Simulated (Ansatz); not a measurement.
# Relaxing Ba2ZnP2

All numbers below come from DFT PBE, scalar-relativistic, plane waves, PAW in Ansatz. Cutoff 420 eV, Γ-centred k mesh, Gaussian smearing, no spin polarisation in the final step.

This is the end of a relaxation of cell and atoms.

```
CELL_PARAMETERS angstrom
5.38365 0.00000 0.00000
-2.69183 4.66238 0.00000
0.00000 0.00000 8.50858
ATOMIC_POSITIONS crystal
Ba 0.33333 0.66667 0.27424
Ba 0.66667 0.33333 0.72576
Zn 0.00000 0.00000 0.00000
P 0.00000 0.00000 0.26083
P 0.00000 0.00000 0.73917
```

The zero of energy is the elements' standard structures at the same level; no fitted shifts are applied.

(1) What space group does it have?

(2) How far does it lie from the elements in energy?

(3) Is it a metal?

Answers

(1) P-3m1 (No. 164). Conventional cell: a = 5.384 Å, c = 8.509 Å. Ba is coordinated by 3 P at 3.11 Å and 3 Zn at 3.89 Å; Zn is coordinated by 2 P at 2.22 Å; P has 1 Zn at 2.22 Å.

(2) -0.613 eV/atom.

(3) No, the gap on the 12×12×4 mesh is 0.57 eV.

The final run used a 12×12×4 mesh on its 5-atom cell and 0.02 eV smearing. The cell came from a trial start, so Ba2ZnP2 may not exist in this structure.

Cost: 4 runs of about 9 core-minutes in all, on Arm Neoverse V2 (shared hosts).